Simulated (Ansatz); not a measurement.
Ansatz input

```yaml
crystal:
  lattice:
    - [12.0, 0.0, 0.0]
    - [0.0, 12.3, 0.0]
    - [0.0, 0.0, 12.6]
  atoms:
    - { symbol: H, position: [0.5, 0.5, 0.4703332781] }
    - { symbol: H, position: [0.5, 0.5, 0.5296667219] }
hamiltonian:
  xc: revpbe
  pseudopotentials:
    kind: paw
    azcp:
      H: "pseudopotentials/H.paw.azcp"
basis:
  ecutwfc: 420
  fft_grid_basis: typed
kpoints:
  mp_grid: { grid: [1, 1, 1], shift: [0, 0, 0] }
magnetization:
  spin_polarized: false
scf:
  occupations: { method: fermi_dirac, width: 0.01 }
```

Terminal output

```
Engine: ansatz 0.2.0, x86_64-unknown-linux-gnu
Pseudopotentials: kind: paw
Pseudopotential: H, paw, valence charge 1, recommended cutoff 420 eV (normal) 
Functional definition: revPBE
  parameter kappa = 1.245
  parameter beta = 0.06672455060314922
  exchange = pbe_x(kappa = kappa, mu = beta*pi^2/3)
  correlation = pbe_c(beta = beta)
Crystal: 2 atoms, lattice volume = 1859.760 Å³
Basis set: ecut = 420 eV, 36331 PW (Γ)
Bands: 5, of which v1, the nominal top of the filled ones, is band 1 counted from 1 (0 counted from 0)
Symmetry: 8 space group operations
Space group: Pmmm (ITA 47), of the structure as read, at distance tolerance 1.2e-4 Å
k-points: 1
Non-local potential: H, projectors of the file, l = 0: 2, l = 1: 1
PAW form: soft (Blöchl's): semilocal exchange-correlation on the pseudo side does not see the compensation charge
PAW one-centre angular grid: H, 110 points (default); XC on 64 Gauss nodes
Initial density: superposition of atomic densities (neutral atoms: chi_scale 0, normalization atom), corrected by the library's trained network
Initial wavefunctions: pseudopotential atomic-orbital guess
Functional: x = revpbe(κ = 1.245, μ = 0.2195149727645171), c = pbe(β = 0.06672455060314922)
SCF iter   1: F=—  HF=-32.028027 eV  |F-HF|=—  |Δ(HF+E_count)|=         —  Δρ=1.07e-4  dr2=1.61e-4  ethr=1.77e-3  ⟨swp⟩=8.0  Hψ=67  notcnv=0
SCF iter   2: F=—  HF=-32.028360 eV  |F-HF|=—  |Δ(HF+E_count)|=   3.33e-4  Δρ=4.46e-5  dr2=2.73e-5  ethr=8.03e-6  ⟨swp⟩=6.0  Hψ=28  notcnv=0
SCF iter   3: F=—  HF=-32.028641 eV  |F-HF|=—  |Δ(HF+E_count)|=   2.81e-4  Δρ=4.98e-6  dr2=3.28e-7  ethr=1.37e-6  ⟨swp⟩=5.0  Hψ=20  notcnv=0
SCF iter   4: F=—  HF=-32.028647 eV  |F-HF|=—  |Δ(HF+E_count)|=   5.87e-6  Δρ=3.21e-6  dr2=1.43e-7  ethr=1.64e-8  ⟨swp⟩=4.0  Hψ=15  notcnv=0
iter 5 did not close the SCF: its close was put off for the readings that it lacked (scf_convergence_deferred on its scf_iter line)
SCF iter   5: F=-32.028647 eV  HF=-32.028647 eV  |F-HF|=3.48e-10  |Δ(HF+E_count)|=   2.72e-8  Δρ=1.18e-6  dr2=1.93e-8  ethr=7.17e-9  ⟨swp⟩=2.0  Hψ=6  notcnv=0
SCF iter   6: F=-32.028647 eV  HF=-32.028647 eV  |F-HF|=5.08e-11  |Δ(HF+E_count)|=   2.47e-9  Δρ=1.78e-7  dr2=4.36e-10  ethr=9.66e-10  ⟨swp⟩=1.0  Hψ=13  notcnv=0
SCF 1 converged in 6 iterations: F = -32.028647 eV  dr2 = 4.36e-10
SCF converged after 6 iterations
Free energy (F): -32.028647 eV
Harris-Foulkes:  -32.028647 eV  (|F-HF|=5.08e-11)
Internal energy: -32.028647 eV  (E = F + TS)
E sigma→0 (E₀):  -32.028647 eV
Fermi energy:    -5.255980 eV
--- Per-component energies (eV) ---
  E_band       = -20.718352
  E_kinetic    = 26.990161
  E_local      = -85.127947  (includes V_loc(G=0)·N_el)
  E_nonlocal   = 3.415719
  E_hartree    = 29.094336
  E_xc         = -17.860983
  E_vxc        = -22.751147  (∫ρ·V_xc dr)
  E_paw        = -1.166062  (= ΣΔE_a)
  E_vpaw       = -1.431123  (= ΣTr[D̂ρ^β])
  E_aug_tail   = -0.002550  (compensation charges beyond the density's cutoff)
  E_ewald      = 12.628679
  E_smearing   = -0.000000  (= −TS)
  E_closure    = 0.000000  (closes the sum)
  Σ components = -32.028647   (vs F -32.028647, Δ=0.00e0)
```
